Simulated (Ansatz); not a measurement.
Predict the output of the script below (the Ansatz DFT code, driven from Python).

`n2_composite.py`:
```python
"""Relax N2 cheaply, then refine its energy."""

import itertools

import ansatz as az
from ase import Atoms
from ase.data import atomic_numbers, covalent_radii
import numpy as np


def main() -> None:
    atoms = Atoms(["N", "N"], positions=[
        (0.0, 0.0, 0.0),
        (0.0, 0.0, 1.31),
    ])
    system = az.Crystal.molecule_from_ase(atoms)

    model = system.calculation().basis(gaussian="def2-SVP").functional("B3LYP")
    symbols = [site.symbol for site in system.cartesian_sites]
    start = np.array([site.position_ang for site in system.cartesian_sites], dtype=float)
    data = model.relax(force_tolerance=0.01, max_steps=100).run().report
    end = np.array(data["positions_ang"])
    # pairs closer than 1.2 times the sum of covalent radii, before or after
    radius = [covalent_radii[atomic_numbers[s]] for s in symbols]
    span = lambda where, i, j: np.linalg.norm(where[i] - where[j])
    bonded = [(i, j) for i, j in itertools.combinations(range(len(symbols)), 2) if min(span(start, i, j), span(end, i, j)) < 1.2 * (radius[i] + radius[j])]
    print("pair        before    after (A)")
    for i, j in bonded:
        print(f"{symbols[i]}{i}-{symbols[j]}{j}".ljust(10), f"{span(start, i, j):8.4f} {span(end, i, j):8.4f}")

    minimum = az.Crystal.molecule()
    for symbol, place in zip(symbols, end):
        minimum = minimum.atom(symbol, place.tolist())
    at_minimum = minimum.calculation()
    # MP2 extrapolated to the basis limit, plus the small-basis difference CCSD(T) - MP2
    level = lambda method, basis: at_minimum.basis(gaussian=basis).correlation(method).run().report
    small, large, cluster = level("mp2", "cc-pVDZ"), level("mp2", "cc-pVTZ"), level("ccsd_t", "cc-pVDZ")
    corr = lambda each: (each["free_energy_ev"] - each["reference_energy_ev"]) / 27.211386246
    mp2_limit = (27 * corr(large) - 8 * corr(small)) / 19
    pieces = {"HF / cc-pVTZ": large["reference_energy_ev"] / 27.211386246, "MP2 correlation, DZ-TZ limit": mp2_limit, "CCSD(T) - MP2 / cc-pVDZ": corr(cluster) - corr(small)}
    for name, value in pieces.items():
        print(f"{name:32s} {value:14.6f} Ha")
    print(f"{'sum':32s} {sum(pieces.values()):14.6f} Ha")
    print("T1 diagnostic", round(cluster["correlation"]["coupled_cluster"]["t1_diagnostic"], 4))


if __name__ == "__main__":
    main()
```

Running `python n2_composite.py` prints:
```text
pair        before    after (A)
N0-N1        1.3100   1.1004
HF / cc-pVTZ                        -108.982921 Ha
MP2 correlation, DZ-TZ limit          -0.402760 Ha
CCSD(T) - MP2 / cc-pVDZ               -0.014705 Ha
sum                                 -109.400386 Ha
T1 diagnostic 0.0118
```

What to keep in mind:
- Total energies depend on the basis set; only differences at equal settings carry meaning.
- The sum leaves out core correlation, relativity, the Hartree-Fock basis error and zero-point energy; a DZ-TZ extrapolation is rough.
- b3lyp holds the VWN-RPA fit, as in Gaussian; the form of ORCA and Turbomole is b3lyp5.
- Inner cores stay frozen, so this is valence correlation.
- The spin state was assumed, and another may lie lower.
- An extrapolation from small basis sets is rough.
- Finished in 1.9 s on 1 thread of Arm Neoverse V2, on a shared host, peak memory 0.16 GiB.
